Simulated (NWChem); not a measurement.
All runs are NWChem calculations. System: diphosphorus (P$_{2}$), charge 0, spin multiplicity 1, at a geometry optimised with PBE/def2-SVP. Level: RHF/def2-TZVP.

The NWChem input:

```
start mol
memory heap 200 mb stack 900 mb global 1100 mb
geometry units angstroms nocenter noautoz
  P      0.000000     0.000000     0.957695
  P      0.000000     0.000000    -0.957695
  symmetry group D2h
end
basis spherical
  * library def2-tzvp
end
scf
  rhf
  nopen 0
  maxiter 100
  thresh 1e-7
  semidirect memsize 60000000 filesize 0
end
task scf energy
```

Output (cleaned and shortened):

```
             Northwest Computational Chemistry Package (NWChem) 7.3.0
             --------------------------------------------------------

                                NWChem Input Module
                                -------------------

 Scaling coordinates for geometry "geometry" by  1.889725989
 (inverse scale =  0.529177249)

 Turning off AUTOSYM since
 SYMMETRY directive was detected!

                             Geometry "geometry" -> ""
                             -------------------------

 Output coordinates in angstroms (scale by  1.889725989 to convert to a.u.)

  No.       Tag          Charge          X              Y              Z
 ---- ---------------- ---------- -------------- -------------- --------------
    1 P                   15.0000     0.00000000     0.00000000     0.95769500
    2 P                   15.0000     0.00000000     0.00000000    -0.95769500

 Effective nuclear repulsion energy (a.u.)      62.1622129305

            Nuclear Dipole moment (a.u.)
            ----------------------------
        X                 Y               Z
 ---------------- ---------------- ----------------
     0.0000000000     0.0000000000     0.0000000000

      Symmetry information
      --------------------

 Group name             D2h
 Group number             26
 Group order               8
 No. of unique centers     1

      Symmetry unique atoms

     1


 Summary of "ao basis" -> "" (spherical)
 ------------------------------------------------------------------------------
       Tag                 Description            Shells   Functions and Types
 ---------------- ------------------------------  ------  ---------------------
 *                         def2-tzvp                  on all atoms

 Summary of "ao basis" -> "ao basis" (spherical)
 ------------------------------------------------------------------------------
       Tag                 Description            Shells   Functions and Types
 ---------------- ------------------------------  ------  ---------------------
 P                         def2-tzvp                13       37   5s5p2d1f

                                 NWChem SCF Module
                                 -----------------

  ao basis        = "ao basis"
  functions       =    74
  atoms           =     2
  closed shells   =    15
  open shells     =     0
  charge          =   0.00
  wavefunction    = RHF
  use symmetry    = T
  symmetry adapt  = T

 Summary of "ao basis" -> "ao basis" (spherical)
 ------------------------------------------------------------------------------
       Tag                 Description            Shells   Functions and Types
 ---------------- ------------------------------  ------  ---------------------
 P                         def2-tzvp                13       37   5s5p2d1f

      Symmetry analysis of basis
      --------------------------

        ag         16
        au          3
        b1g         3
        b1u        16
        b2g         9
        b2u         9
        b3g         9
        b3u         9

 Forming initial guess at       0.0s

      Superposition of Atomic Density Guess
      -------------------------------------

 Sum of atomic energies:        -681.30222861

      Non-variational initial energy
      ------------------------------

 Total energy =    -681.506927
 1-e energy   =   -1066.488337
 2-e energy   =     322.819197
 HOMO         =      -0.291219
 LUMO         =      -0.068381

      Symmetry analysis of molecular orbitals - initial
      -------------------------------------------------

 !! scf_movecs_sym_adapt:   48 vectors were symmetry contaminated

  Symmetry fudging

 !! scf_movecs_sym_adapt:   46 vectors were symmetry contaminated

  Numbering of irreducible representations:

     1 ag          2 au          3 b1g         4 b1u         5 b2g
     6 b2u         7 b3g         8 b3u

  Orbital symmetries:

     1 b1u         2 ag          3 ag          4 b1u         5 ag
     6 b1u         7 b2u         8 b3u         9 b3g        10 b2g
    11 ag         12 b1u        13 b3u        14 b2u        15 ag
    16 b2g        17 b3g        18 b1u        19 ag         20 b3u
    21 b2u        22 b1u        23 ag         24 b1g        25 ag

 Starting SCF solution at       0.3s

 ----------------------------------------------
         Quadratically convergent ROHF

 Convergence threshold     :          1.000E-07
 Maximum no. of iterations :          100
 Final Fock-matrix accuracy:          1.000E-09
 ----------------------------------------------

              iter       energy          gnorm     gmax       time
             ----- ------------------- --------- --------- --------
                 1     -681.4703805448  2.36D-01  1.01D-01      0.3
                 2     -681.4778765367  5.83D-02  1.95D-02      0.3
                 3     -681.4781631741  2.98D-03  1.48D-03      0.3
                 4     -681.4781645420  6.72D-06  2.93D-06      0.3
                 5     -681.4781645420  4.08D-09  1.19D-09      0.4

       Final RHF  results
       ------------------

         Total SCF energy =   -681.478164542010
      One-electron energy =  -1067.130332004646
      Two-electron energy =    323.489954532145
 Nuclear repulsion energy =     62.162212930490

        Time for solution =      0.1s

       Symmetry analysis of molecular orbitals - final
       -----------------------------------------------

  Numbering of irreducible representations:

     1 ag          2 au          3 b1g         4 b1u         5 b2g
     6 b2u         7 b3g         8 b3u

  Orbital symmetries:

     1 b1u         2 ag          3 ag          4 b1u         5 ag
     6 b2u         7 b3u         8 b2g         9 b3g        10 b1u
    11 ag         12 b1u        13 ag         14 b2u        15 b3u
    16 b2g        17 b3g        18 b1u        19 ag         20 b2u
    21 b3u        22 b1u        23 ag         24 b1g        25 ag

             Final eigenvalues
             -----------------

              1
    1  -79.9736
    2  -79.9736
    3   -7.5175
    4   -7.5168
    5   -5.4095
    6   -5.4085
    7   -5.4085
    8   -5.4083
    9   -5.4083
   10   -5.4074
   11   -0.8943
   12   -0.6085
   13   -0.4065
   14   -0.3668
   15   -0.3668
   16    0.0202
   17    0.0202
   18    0.1593
   19    0.2750
   20    0.3073
   21    0.3073
   22    0.3637
   23    0.3757
   24    0.3757
   25    0.3866

                       ROHF Final Molecular Orbital Analysis
                       -------------------------------------

 Vector   13  Occ=2.000000D+00  E=-4.065416D-01  Symmetry=ag
              MO Center=  2.6D-32,  3.9D-32, -6.8D-17, r^2= 3.1D+00
   Bfn.  Coefficient  Atom+Function         Bfn.  Coefficient  Atom+Function
  ----- ------------  ---------------      ----- ------------  ---------------
    17      0.358940  1 P  pz                54     -0.358940  2 P  pz
     5      0.266239  1 P  s                 42      0.266239  2 P  s
    20      0.186713  1 P  pz                57     -0.186713  2 P  pz
    14      0.169331  1 P  pz                51     -0.169331  2 P  pz

 Vector   14  Occ=2.000000D+00  E=-3.668283D-01  Symmetry=b2u
              MO Center=  2.8D-31, -6.1D-17, -1.2D-16, r^2= 2.3D+00
   Bfn.  Coefficient  Atom+Function         Bfn.  Coefficient  Atom+Function
  ----- ------------  ---------------      ----- ------------  ---------------
    16      0.328563  1 P  py                53      0.328563  2 P  py
    19      0.224259  1 P  py                56      0.224259  2 P  py

 Vector   15  Occ=2.000000D+00  E=-3.668283D-01  Symmetry=b3u
              MO Center= -8.2D-17,  4.5D-31, -1.7D-17, r^2= 2.3D+00
   Bfn.  Coefficient  Atom+Function         Bfn.  Coefficient  Atom+Function
  ----- ------------  ---------------      ----- ------------  ---------------
    15      0.328563  1 P  px                52      0.328563  2 P  px
    18      0.224259  1 P  px                55      0.224259  2 P  px

 Vector   16  Occ=0.000000D+00  E= 2.019151D-02  Symmetry=b2g
              MO Center= -5.8D-16,  8.6D-32, -1.3D-16, r^2= 3.9D+00
   Bfn.  Coefficient  Atom+Function         Bfn.  Coefficient  Atom+Function
  ----- ------------  ---------------      ----- ------------  ---------------
    18      0.602036  1 P  px                55     -0.602036  2 P  px
    15      0.272896  1 P  px                52     -0.272896  2 P  px
    12      0.152427  1 P  px                49     -0.152427  2 P  px

 Vector   17  Occ=0.000000D+00  E= 2.019151D-02  Symmetry=b3g
              MO Center=  6.8D-31,  2.6D-15, -2.1D-17, r^2= 3.9D+00
   Bfn.  Coefficient  Atom+Function         Bfn.  Coefficient  Atom+Function
  ----- ------------  ---------------      ----- ------------  ---------------
    19      0.602036  1 P  py                56     -0.602036  2 P  py
    16      0.272896  1 P  py                53     -0.272896  2 P  py
    13      0.152427  1 P  py                50     -0.152427  2 P  py

 Vector   18  Occ=0.000000D+00  E= 1.592778D-01  Symmetry=b1u
              MO Center=  3.0D-17, -1.3D-16,  2.7D-15, r^2= 8.4D+00
   Bfn.  Coefficient  Atom+Function         Bfn.  Coefficient  Atom+Function
  ----- ------------  ---------------      ----- ------------  ---------------
     5      3.087548  1 P  s                 42     -3.087548  2 P  s
    20     -2.119682  1 P  pz                57     -2.119682  2 P  pz
    17     -0.549409  1 P  pz                54     -0.549409  2 P  pz
    28      0.367245  1 P  d  0              65     -0.367245  2 P  d  0
     3     -0.151774  1 P  s                 40      0.151774  2 P  s

 center of mass
 --------------
 x =   0.00000000 y =   0.00000000 z =   0.00000000

 moments of inertia (a.u.)
 ------------------
         202.897191779097           0.000000000000           0.000000000000
           0.000000000000         202.897191779097           0.000000000000
           0.000000000000           0.000000000000           0.000000000000

  Mulliken analysis of the total density
  --------------------------------------

    Atom       Charge   Shell Charges
 -----------   ------   -------------------------------------------------------
    1 P   15    15.00   2.01  0.54  1.43  1.07  0.78  4.16  1.70  0.64  1.63  0.91  0.04  0.09  0.01
    2 P   15    15.00   2.01  0.54  1.43  1.07  0.78  4.16  1.70  0.64  1.63  0.91  0.04  0.09  0.01

       Multipole analysis of the density wrt the origin
       ------------------------------------------------

     L   x y z        total         open         nuclear
     -   - - -        -----         ----         -------
     0   0 0 0     -0.000000      0.000000     30.000000

     1   1 0 0      0.000000      0.000000      0.000000
     1   0 1 0      0.000000      0.000000      0.000000
     1   0 0 1     -0.000000      0.000000      0.000000

     2   2 0 0    -19.767809      0.000000      0.000000
     2   1 1 0      0.000000      0.000000      0.000000
     2   1 0 1      0.000000      0.000000      0.000000
     2   0 2 0    -19.767809      0.000000      0.000000
     2   0 1 1      0.000000      0.000000      0.000000
     2   0 0 2    -18.841088      0.000000     98.259232

 Task  times  cpu:        0.4s     wall:        0.4s

 Total times  cpu:        0.4s     wall:        0.4s
```
